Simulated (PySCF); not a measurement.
A geometry optimisation, as run on 2-methoxyacetamide (`COCC(N)=O`).

Method: PBE0-D3(BJ)/def2-SVP geometry optimisation, gas phase (PySCF).

Input of the driver that calls PySCF (job settings, then Cartesian coordinates in Å, the MMFF94s start):

```
{"job": {"xc": "PBE0", "basis": "def2-SVP", "d3": "d3bj", "grid": 1, "kind": "geom"}, "charge": 0, "multiplicity": 1}
C     -2.0227     0.1379    -0.7692
O     -0.6082     0.2523    -0.8584
C      0.0309    -0.3312     0.2786
C      1.5538    -0.2185     0.2020
N      2.0308     0.4059    -0.9136
O      2.3076    -0.6503     1.0677
H     -2.4616     0.5974    -1.6589
H     -2.3947     0.6637     0.1154
H     -2.3207    -0.9145    -0.7363
H     -0.2219    -1.3955     0.3372
H     -0.2960     0.1830     1.1890
H      3.0257     0.5199    -1.0383
H      1.3770     0.7501    -1.6082
```

The driver printed:

```
step   0  E = -323.13718111  max force = 0.027472
step   1  E = -323.13923087  max force = 0.010472
step   2  E = -323.13999350  max force = 0.006476
step   3  E = -323.14052958  max force = 0.005217
step   4  E = -323.14064906  max force = 0.001374
step   5  E = -323.14065591  max force = 0.000694
step   6  E = -323.14065995  max force = 0.000158
optimisation converged
```

Energies are in Eh and forces in Eh/bohr. The run used 119 basis functions and 48 SCF iterations in all.

The run took 22 s of wall time on x86-64 server, one thread, on a shared host.

How much energy does the optimisation gain, and how much of it in the first step?

2.2 kcal/mol (95 meV) from step 0 to step 6; the first step changes the energy by -1.3 kcal/mol. The largest force component goes from 0.0275 to 0.00016 Eh/bohr.

Final geometry (Å):

```xyz
13
angstrom
C     -2.0147   -0.2346   -0.1421
O     -0.7438    0.1020   -0.6091
C      0.2927   -0.2887    0.2395
C      1.6504    0.1060   -0.3194
N      1.5962    0.7259   -1.5165
O      2.6678   -0.1387    0.2945
H     -2.7503    0.1182   -0.8780
H     -2.2337    0.2419    0.8331
H     -2.1321   -1.3292   -0.0220
H      0.3085   -1.3859    0.3949
H      0.2035    0.1746    1.2420
H      2.4567    1.0192   -1.9575
H      0.6988    0.8895   -1.9524
```

No frequency check. After the best overlay, start and end differ by 0.05 Å (root mean square over atoms). The end geometry stands in another orientation or position than the input.
